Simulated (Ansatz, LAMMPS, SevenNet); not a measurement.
## Rock-salt CaO: properties by level of theory

Reference values: lattice constant a 4.781 Å (measured, zero-point anharmonic expansion removed; as tabulated in Chen et al. (2018), doi:10.1103/physrevmaterials.2.073803); bulk modulus 120 GPa (measured, low temperature, extrapolated to 0 K; as tabulated in Chen et al. (2018), doi:10.1103/physrevmaterials.2.073803); zone-centre TO phonon frequency 311 cm⁻¹ (measured, temperature not stated, not corrected to a static lattice; as tabulated in Roshan et al. (2021), arXiv:2110.13857); elastic constant C11 219 GPa (measured, room temperature, not corrected to a static lattice; as tabulated in Speziale et al. (2006), doi:10.1029/2005jb003823); elastic constant C44 80 GPa (measured, room temperature, no zero-point or thermal correction; as tabulated in Speziale et al. (2006), doi:10.1029/2005jb003823).

| level (code) | lattice constant a (Å) | bulk modulus (GPa) | TO(Γ) frequency (cm⁻¹) | elastic constant C11 (GPa) | elastic constant C44 (GPa) |
|---|---|---|---|---|---|
| ionic model cherry1995 (shell model, LAMMPS) | 4.603 | 167 | 326 | 275 | 114 |
| SevenNet-l3i5 | 4.842 | 104 | 259 | 195 | 68.2 |
| PBE0 (Ansatz) | 4.797 | 115 | 279 | 222 | 81.1 |
| r²SCAN0 (Ansatz) | 4.779 | 122 | 297 | 241 | 83.0 |

Differences from the reference values (errors of the level alone only where the reference is corrected to a static lattice):

```
level                   lattice constant a (%)  bulk modulus (%)  zone-centre TO phonon frequency (%)  elastic constant C11 (%)  elastic constant C44 (%)
----------------------  ----------------------  ----------------  -----------------------------------  ------------------------  ------------------------
ionic model cherry1995                   -3.72               +39                                 +4.8                       +26                       +42
SevenNet-l3i5                            +1.28             -13.3                                -16.7                     -11.0                     -14.7
PBE0                                     +0.33              -4.2                                -10.3                      +1.4                      +1.4
r²SCAN0                                  -0.04              +1.7                                 -4.5                     +10.0                      +3.8
```

Nearest: lattice constant a, not ranked (one source); bulk modulus, not ranked (one source); zone-centre TO phonon frequency, not ranked (one source); elastic constant C11, not ranked (reference at room or unstated temperature); elastic constant C44, not ranked (reference at room or unstated temperature).

Empirical potentials (ionic model cherry1995) are fitted to chosen data: where that held the value shown, agreement is built in, and what lay outside the fit can be far off. Machine-learned potentials (SevenNet-l3i5) are trained on DFT data: a solid inside that data is no test of them.

Ansatz's density-functional and Hartree–Fock values are scalar-relativistic unless marked +SOC, with PAW data made under PBE.

Differences are worked out from the printed values.

Ansatz is a quantum-chemistry and plane-wave program.
